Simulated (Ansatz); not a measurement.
BH6NSi (`B[SiH2]N`), 9 atoms. Charge 0, multiplicity 1. All runs use 2 threads of an Arm Neoverse V1 on a shared host. Correlated methods freeze the cores. Open-shell runs search over several starts.

**Question.** Give the basis size and wall time and peak host memory of each of these runs in Ansatz. RKS LC-ωPBE/def2-TZVPP energy; RKS PBE0-D4/def2-TZVP relaxation (10 steps); UKS PBE0-D4/def2-TZVPP energy of the cation; RHF-CCSD(T)/def2-SVP energy; UKS ωB97M-V/def2-TZVPP energy of the cation; RKS PBE-D4/def2-TZVPP energy and forces; RKS PBE0-D4/def2-SVP energy; UKS ωB97X-V/def2-TZVPP energy of the cation; RKS revPBE-D4/def2-TZVPP energy; RKS ωB97M-V/def2-SVP energy; UKS r2SCAN-D4/def2-TZVPP energy of the cation; UKS B3LYP-D4/def2-TZVPP energy of the cation. (Estimate.)

**Answer.** Computed: Other jobs shared the machine, so times are rough.

```
                   level                    job  functions  wall time  peak host memory (GiB)
    RKS PBE0-D4/def2-SVP                 energy         76      0.8 s                    0.13
    RHF-CCSD(T)/def2-SVP                 energy         76      1.5 s                     0.2
RKS revPBE-D4/def2-TZVPP                 energy        188      1.9 s                    0.18
   RKS PBE-D4/def2-TZVPP      energy and forces        188      2.2 s                    0.19
  RKS LC-ωPBE/def2-TZVPP                 energy        188      2.3 s                    0.25
    RKS ωB97M-V/def2-SVP                 energy         76      3.3 s                    0.19
  UKS PBE0-D4/def2-TZVPP   energy of the cation        188      5.5 s                    0.42
 UKS B3LYP-D4/def2-TZVPP   energy of the cation        188        6 s                    0.42
UKS r2SCAN-D4/def2-TZVPP   energy of the cation        188      9.5 s                     0.3
  UKS ωB97X-V/def2-TZVPP   energy of the cation        188       15 s                    0.58
  UKS ωB97M-V/def2-TZVPP   energy of the cation        188       19 s                    0.61
   RKS PBE0-D4/def2-TZVP  relaxation (10 steps)        135       23 s                    0.22
```

B3LYP here is the variant with VWN-RPA as its local correlation; programs differ in this. LC-ωPBE has ω = 0.4 bohr⁻¹.
